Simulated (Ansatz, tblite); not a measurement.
# The cluster NbS₃−: a ladder of methods and basis sets

The task here is to estimate one member of a computed series from the others.

The runs use Ansatz 0.2.0, Gaussian basis; as each input shows.

Plan: GFN1-xTB, GFN2-xTB, PBE-D4/def2-TZVPD, r2SCAN-D4/def2-TZVPD, revPBE-D4/def2-TZVPD, B3LYP-D4/def2-TZVPD, r2SCANh-D4/def2-TZVPD, HSE06-D4/def2-TZVPD, ωB97X-V/def2-TZVPD, PBE+5HF/def2-TZVPD, PBE+10HF/def2-TZVPD, PBE+15HF/def2-TZVPD, PBE+35HF/def2-TZVPD, PBE+50HF/def2-TZVPD, PBE-D4/def2-SVPD, PBE0-D4/def2-SVPD, CCSD(T)/def2-TZVPPD, MP2/def2-TZVPD, RPA/def2-TZVPD.

3 further runs of the same task are left out: 3 set aside as unsound or not needed. Runs told in other sessions of the task aren't counted.

**The structure**

The singlet was relaxed beforehand with PBE-D4/def2-SVPD. At that level it is the lowest of the isomers that a small search found.

4 atoms, charge -1, spin multiplicity 1.

Bond lengths: Nb1–S2 2.225 Å, Nb1–S3 2.225 Å, Nb1–S4 2.225 Å. Angles: S2–Nb1–S3 112.0°, S2–Nb1–S4 112.0°, S3–Nb1–S4 112.0°.

Nb takes a core potential in the def2 sets. No spin-orbit coupling is included. The ion is computed in the gas phase, without counter-ions or solvent.

PBE0-D4/def2-TZVPD was run before; its log isn't repeated, and its numbers join the tables.

Set-up of the first run:

Tight binding, by tblite at 300 K electronic temperature and without a spin-polarisation term:

```python
tblite.interface.Calculator('GFN1-xTB', numbers, positions, charge=-1, uhf=0).singlepoint()
```

Tight binding, by tblite at 300 K electronic temperature and without a spin-polarisation term:

```python
tblite.interface.Calculator('GFN2-xTB', numbers, positions, charge=-1, uhf=0).singlepoint()
```

start.molden holds the orbitals of an earlier run on this state, given as this run's starting guess.

in.yaml

```yaml
crystal:
  periodic: [false, false, false]
  atoms:
    - {symbol: Nb, position_ang: [-0.235867, -0.418977, -0.016656]}
    - {symbol: S, position_ang: [0.872019, -0.382845, 1.912002]}
    - {symbol: S, position_ang: [-1.771605, 1.186527, -0.127475]}
    - {symbol: S, position_ang: [1.135453, -0.384705, -1.767871]}
basis:
  gaussian: {orbitals: def2-TZVPD, initial_orbitals: start.molden}
total_charge: -1
hamiltonian: {xc: pbe, dispersion: d4}
scf: {omitted_lower_state_checks: [starts]}
output: {orbitals: {seedname: orbitals}}
```

On the command line:

```bash
$ ansatz run in.yaml --threads 4 --pin off --events-out ev --progress --plain --max-ram 3916MiB
```

Steps of the session up to this table: PBE-D4/def2-TZVPD; r2SCAN-D4/def2-TZVPD; revPBE-D4/def2-TZVPD; B3LYP-D4/def2-TZVPD; r2SCANh-D4/def2-TZVPD; HSE06-D4/def2-TZVPD; ωB97X-V/def2-TZVPD; PBE+5HF/def2-TZVPD; PBE+10HF/def2-TZVPD; PBE+15HF/def2-TZVPD; PBE+35HF/def2-TZVPD; PBE+50HF/def2-TZVPD; PBE-D4/def2-SVPD; PBE0-D4/def2-SVPD; CCSD(T)/def2-TZVPPD; MP2/def2-TZVPD; RPA/def2-TZVPD.

One table of the session follows, with a row left open; its other results are not shown here.

It belongs to the step «Levels side by side». 

| level | HOMO (eV) | LUMO (eV) | gap (eV) |
| --- | --- | --- | --- |
| PBE-D4/def2-SVPD | -1.06 | -0.20 | 0.87 |
| PBE-D4/def2-TZVPD | -1.02 | -0.14 | 0.87 |
| revPBE-D4/def2-TZVPD | ? | ? | ? |
| r2SCAN-D4/def2-TZVPD | -1.23 | 0.02 | 1.25 |
| r2SCANh-D4/def2-TZVPD | -1.61 | 0.29 | 1.90 |
| B3LYP-D4/def2-TZVPD | -1.82 | 0.31 | 2.13 |
| PBE0-D4/def2-SVPD | -2.09 | 0.53 | 2.62 |
| PBE0-D4/def2-TZVPD | -2.04 | 0.59 | 2.63 |
| HSE06-D4/def2-TZVPD | -1.66 | 0.22 | 1.88 |
| ωB97X-V/def2-TZVPD | -4.14 | 2.40 | 6.54 |
| PBE+5HF/def2-TZVPD | -1.22 | 0.00 | 1.22 |
| PBE+10HF/def2-TZVPD | -1.42 | 0.15 | 1.57 |
| PBE+15HF/def2-TZVPD | -1.63 | 0.29 | 1.92 |
| PBE+35HF/def2-TZVPD | -2.46 | 0.88 | 3.34 |
| PBE+50HF/def2-TZVPD | -3.10 | 1.32 | 4.42 |

Estimate the missing values for revPBE-D4/def2-TZVPD.

As computed: HOMO (eV): -0.97; LUMO (eV): -0.03; gap (eV): 0.94. In the column «HOMO (eV)» it is the highest.
